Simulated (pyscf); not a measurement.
PySCF, gas phase, ωB97X-D3(BJ)/def2-SVP geometries.

Q: H₂O + F–Nb(F)(F)(F)–F -> HO–Nb(F)(F)(F)–F + HF
Surface: singlet. Broken: H–O, F–Nb. Formed: Nb–O, F–H. Give ΔE‡ and ΔE from ωB97M-D3(BJ)/def2-TZVP, relative to the separated reactants.

A: ΔE‡ = 2.8 kcal/mol, ΔE = +7.5 kcal/mol. Zero-point energy shifts the barrier by +0.2 kcal/mol. It is a four-centre exchange, with an imaginary mode of 543i cm⁻¹. On the reactant side the descent ends in an adduct with a Nb–O contact, 22.7 kcal/mol under the separated species and 24.3 kcal/mol under the saddle at ωB97X-D3(BJ)/def2-TZVP. On the product side the descent ends in an adduct with a F–Nb contact, 8.3 kcal/mol under the separated species and 2.7 kcal/mol under the saddle at ωB97X-D3(BJ)/def2-TZVP. At ωB97M-D3(BJ) the saddle lies under the separated products, which points to a path from their complex (located at ωB97X-D3(BJ) alone), and parting the products costs more than the saddle. What is counted as formed (Nb–O) is already present as a longer contact in the reactant adduct; forming that adduct is a step of its own. What is counted as broken (F–Nb) persists as a longer contact in the product adduct; parting that adduct is a step of its own. This is the saddle that the search found; another between the same sides may lie lower. Elements past Kr carry the def2 core potentials, without spin-orbit coupling.
